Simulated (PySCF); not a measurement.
# NMR data sheet: C3H4

- Formula: C3H4
- SMILES: C#CC
- InChI: InChI=1S/C3H4/c1-3-2/h1H,2H3
- Point group of the computed structure: C3v
- Degrees of unsaturation: 2
- Carbon signals: 3
- Proton signals: 2

Bonds (- single, = double, # triple, : aromatic): C1#C2 1.211 Å, C2-C3 1.453 Å. C1 carries H4; C3 carries H5, H6, H7.

A single conformation, non-relativistic Hamiltonian, isolated molecule, fast rotation and ring inversion assumed for equivalent nuclei. J: B3LYP/pcJ-1; coordinates at the PBE0-D3(BJ)/def2-SVP level; σ from GIAO-PBE0/pcSseg-1; PySCF 2.14.

δ = σ(ref) − σ, references computed at the same level: TMS for 1H and 13C.

| carbon | δC, type | δH (multiplicity, J in Hz) | HMBC from (abs. J ≥ 3 Hz) | span of the C tensor (ppm) |
| --- | --- | --- | --- | --- |
| C1 | 73.5, CH | 1.65 (q, 4.4) | H5/H6/H7 | 223 |
| C2 | 82.3, C | – | H5/H6/H7, H4 | 288 |
| C3 | 4.2, CH3 | 1.83 (d, 4.4) | H4 | 24 |

Selected couplings (Hz, signed; the shortest-range and largest first, 30 at most; isotopes 13C, 1H): 1J(C1,H4) 272.7, 1J(C1,C2) 213.5, 1J(C3,H5) 138.1, 1J(C2,C3) 77.7, 2J(C1,C3) 13.4, 4J(H4,H5) -4.4.

Carbon types of the structure: 1 × C, 1 × CH, 1 × CH3, which accounts for all hydrogens. δC 82.3: alkyne carbon; the triple bond shields along its axis, which puts it between sp3 and sp2 carbons. δC 73.5: terminal alkyne carbon; the triple bond shields along its axis, which puts it between sp3 and sp2 carbons. δC 4.2: propargylic methyl carbon; aliphatic region, no heteroatom directly attached. δH 1.83: hydrogen on a propargylic methyl carbon. δH 1.65: hydrogen on a terminal alkyne carbon; it lies on the axis of the triple bond, in its shielding cone.

Multiplet labels drop couplings under 1 Hz and merge nearly equal ones. Shifts are as computed. Against solution values, carbons near 30 ppm lie about +2 ppm off and those near 130 ppm about +5 ppm. Of 1211 compounds with measured shifts, 218 miss one by over three times the rms of a fit or turn the order of signals round; such compounds aren't used in these exercises.
